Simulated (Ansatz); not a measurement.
A made-up structure of CH₃SSi, doublet:

```xyz
6
angstrom
Si -0.5011 -0.0906 -0.7014
C 0.4839 1.1422 1.8356
S 0.6057 -0.0395 0.6809
H -0.4140 -1.1386 -1.7433
H -1.5548 0.9301 -0.8395
H 1.5708 -0.9916 0.7891
```

It is relaxed with PBE-D4/def2-SVP and then PBE0-D4/def2-TZVP (Ansatz 0.2.0). Atoms count as bonded within 1.22 times the sum of their covalent radii (H–H: 0.88 Å). The end point is not checked to be a true minimum.

Q: Does its bonding change? (Judge from chemistry; the calculation decides.)

A: By the calculation: No: no bond forms or breaks.

Where it ends: The first stage lowers the energy by 3.28 eV in 11 steps. It ends as CH₃SSi ([C][SH][SiH2]):
| atom | x (Å) | y (Å) | z (Å) |
| --- | --- | --- | --- |
| Si1 | -0.2219 | 0.0805 | -1.4548 |
| C2 | 0.3540 | 0.8129 | 2.1098 |
| S3 | 0.5375 | -0.0862 | 0.7455 |
| H4 | -0.9053 | -1.2662 | -1.2820 |
| H5 | -1.3618 | 0.8989 | -0.8782 |
| H6 | 1.7880 | -0.6278 | 0.7811 |

Labels in which every atom is bracketed show which atoms are joined, not bond orders.

For scale, one of the runs: PBE0-D4/def2-TZVP relaxation, 123 basis functions, launched by `ansatz run in.yaml --threads 2 --pin off --events-out ev --progress --plain --max-ram 4352MiB`. Hardware: 2 CPU threads of an Arm Neoverse V2, shared host. Wall time about 53 s.
